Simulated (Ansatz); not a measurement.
# SiGeH2 (H-bridged), triplet: the ladder up to RCCSDTQ

Geometry: that of the SiGeH2 (H-bridged), singlet, kept fixed. The singlet lies 2.2 eV lower here.

```
atom   x (Å)    y (Å)    z (Å)
  Si  0.0000   0.0746   1.5249
  Ge  0.0000  -0.0064  -0.6402
   H  0.0000  -0.3073   2.9682
   H  0.0000  -1.3061   0.6773
```

Basis cc-pVDZ; Ansatz 0.2.0. Only valence electrons are correlated (noble-gas cores and the filled d shells of p-block atoms frozen), which leaves 10 electrons in 36 orbitals. Prefix R: restricted or restricted open-shell reference. Active spaces: valence = (10e, 10o) chosen from the atoms' valence shells. No spin–orbit coupling is included, and no scalar relativity.

Full CI isn't at hand for all of this; RCCSDTQ serves as the reference, and is uncertain by about the last step of the cluster series.

The largest doubles amplitude grows up the series, to 0.17: the determinant mixes near-degenerate terms, and the last step may understate the doubt.

The UHF ⟨S²⟩ is 2.054 and the T1 diagnostic (RCCSD) is 0.0225. The largest doubles amplitude (RCCSD) is 0.078.

Q: From what is known of these methods and the diagnostics, rank them by the size of their error in total energy against RCCSDTQ in cc-pVDZ, smallest first (an estimate: the text doesn't fix the numbers).
A. RCCSDT(Q)
B. RMP2
C. RCCSDT
D. BCCD(T)
E. RCCSD

A: A (0.06 kcal/mol), C (0.38 kcal/mol), D (1.58 kcal/mol), E (5.97 kcal/mol), B (28.43 kcal/mol).

All errors are against RCCSDTQ in cc-pVDZ. Within each family the higher level lies nearer, as is usual though not guaranteed.

Natural occupations of CASSCF (valence space) about the gap: 1.985 1.971 1.956 1.905 1.032 0.969 0.096 0.041 0.030 0.015; effectively unpaired electrons, Σ n²(2−n)², 2.08.
